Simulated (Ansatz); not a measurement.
## Ansatz (development build ahead of 0.2.0) run

```yaml
crystal:
  periodic: [false, false, false]
  atoms:
    - { symbol: C, position_ang: [-0.01412, -0.03524, -1.43511] }
    - { symbol: C, position_ang: [0.03149, 0.00921, -0.12048] }
    - { symbol: S, position_ang: [0.03264, 0.03681, 1.49468] }
basis:
  gaussian: { orbitals: def2-SVP }
magnetization:
  initial_magnetization: 2
hamiltonian:
  xc: hf
correlation:
  method: ccsd_t
  frozen_orbitals: { C: 1, S: 5 }
scf:
  omitted_lower_state_checks: [starts, atomic_configurations, cluster_reference, orbital_swaps, given_window_search, neighbouring_geometries, increment]
```

The input is written out in the form of the current development build from the run's settings. Correlation on restricted open-shell orbitals is semicanonical, with singles.

The run gave:

| Quantity | Value |
| --- | --- |
| Converged | yes |
| Reference energy | -472.91139 hartree |
| Correlation energy | -0.38957 hartree |
| Total energy | -473.30096 hartree |
| Stability test | minimum among restricted orbitals |
